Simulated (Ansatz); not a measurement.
Basis sets compared for BH2(NH2) (BNH₄). Total charge 0; singlet. Geometry PBE-D4/def2-TZVP. Ansatz on 4 threads of Intel Xeon Platinum 8488C on a shared host; times are rough, and most runs start from earlier orbitals.

```
atom   x (Å)   y (Å)   z (Å)
  B1   0.172   0.599   0.295
  H2  -0.608   1.513   0.250
  H3   1.242   0.693   0.836
  N4  -0.176  -0.612  -0.301
  H5   0.430  -1.426  -0.304
  H6  -1.059  -0.767  -0.775
```

B3LYP takes the VWN-RPA correlation.

Binding counts from free atoms (B doublet, H doublet, N quartet) in the same basis, without a counterpoise term.

```csv
level,functions,energy (Eh),HOMO (eV),LUMO (eV),binding per atom (eV),wall time
HF/6-31G,26,-81.4617,-11.81,4.58,2.56,0.1 s
PBE-D4/def2-SVP,48,-81.8556,-7.12,-0.48,3.69,0.15 s
B3LYP-D4/6-31G,26,-82.0257,-8.05,0.63,3.58,0.15 s
PBE0-D4/def2-SVP,48,-81.8712,-8.53,0.53,3.64,0.2 s
```

(1) Estimate the rows for HF/def2-TZVP (with forces), PBE-D4/def2-TZVP, B3LYP-D4/def2-TZVP, PBE0-D4/def2-TZVP.

Results:

(1) 
```json
{"level": "HF/def2-TZVP (with forces)", "functions": "86", "energy (Eh)": "-81.5269", "HOMO (eV)": "-11.93", "LUMO (eV)": "3.27", "binding per atom (eV)": "2.69", "wall time": "0.2 s"}
{"level": "PBE-D4/def2-TZVP", "functions": "86", "energy (Eh)": "-81.9513", "HOMO (eV)": "-7.30", "LUMO (eV)": "-0.77", "binding per atom (eV)": "3.68", "wall time": "0.25 s"}
{"level": "B3LYP-D4/def2-TZVP", "functions": "86", "energy (Eh)": "-82.0841", "HOMO (eV)": "-8.40", "LUMO (eV)": "-0.05", "binding per atom (eV)": "3.66", "wall time": "0.35 s"}
{"level": "PBE0-D4/def2-TZVP", "functions": "86", "energy (Eh)": "-81.9642", "HOMO (eV)": "-8.65", "LUMO (eV)": "0.21", "binding per atom (eV)": "3.62", "wall time": "0.35 s"}
```
